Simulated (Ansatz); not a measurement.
bcc Fe was calculated with r²SCANh in Ansatz (PAW).

The input as run:

Ansatz 0.2 input:
```yaml
crystal:
  lattice:
    - [-1.3950514844, 1.3950514844, 1.3950514844]
    - [1.3950514844, -1.3950514844, 1.3950514844]
    - [1.3950514844, 1.3950514844, -1.3950514844]
  atoms:
    - { symbol: Fe, position: [0.0, 0.0, 0.0], spin: 2.5 }
basis:
  ecutwfc: 520
  ecutrho_ratio: 4
  xc_grid: 3
kpoints:
  mp_grid: { grid: [16, 16, 16] }
hamiltonian:
  xc: r2scanh
  dispersion: none
  pseudopotentials: { kind: paw }
scf:
  occupations: { method: fermi_dirac, width: 0.05 }
  convergence: { dr2_threshold: 0.0000000001 }
output:
  forces: false
  stress: true
  eigenvalues: true
magnetization:
  spin_polarized: true
```

Excerpt of the program's output:

```
WARN output.stress: scf.exx.energy_threshold = 1e-6 eV is looser than the 1e-8 eV advised for a stress under a hybrid functional (1e-8 eV for each atom of the …
Crystal: 1 atoms, lattice volume = 10.860 Å³
Basis set: ecut = 520 eV, 321 PW (Γ), exchange–correlation on 54×54×54 points (27 copies of the dense FFT grid, shifted against one another)
Bands: 14, of which v1, the nominal top of the filled ones, is band 8 counted from 1 (7 counted from 0)
Symmetry: 48 space group operations
Space group: Im-3m (ITA 229), of the structure as read, at distance tolerance 2.2e-5 Å
k-points: 145 of 4096
Initial density: superposition of atomic densities (chi_scale 0.1, normalization cell)
Functional: x = r2scan, c = r2scan; τ floored in thin density (d = 2e-4 eV/Å³), warm-up for x = 0.9 r2scan + 0.1 exact, c = r2scan; τ floored in thin density (d = 2e-4 eV/Å³)
SCF 1 converged in 18 iterations: F = -4485.852177 eV  dr2 = 5.19e-12
Crystal: 1 atoms, lattice volume = 10.860 Å³
Initial density: handed on by an earlier stage of this run
Functional: x = 0.9 r2scan + 0.1 exact, c = r2scan; τ floored in thin density (d = 2e-4 eV/Å³)
Crystal: 1 atoms, lattice volume = 10.860 Å³
SCF 3 converged in 8 iterations: F = -4484.856340 eV  dr2 = 2.09e-11
Magnetization: 2.6676 μB (9.3338 up, 6.6662 down)
Free energy (F): -4484.856340 eV
Internal energy: -4484.852997 eV  (E = F + TS)
E sigma→0 (E₀):  -4484.854668 eV
Fermi energy:    19.505753 eV
--- Stress (GPa, compression-positive) ---
       20.657576       0.000000       0.000000
        0.000000      20.657576      -0.000000
        0.000000      -0.000000      20.657576
  P = ⅓ Tr σ = 20.6576 GPa (206.576 kbar)
```

The cell is one volume of an energy–volume scan, off the minimum.

The PAW data were made under PBE.

Note: the run warned that the count of filled bands differs between k points.

Ansatz is a program for electronic structure.
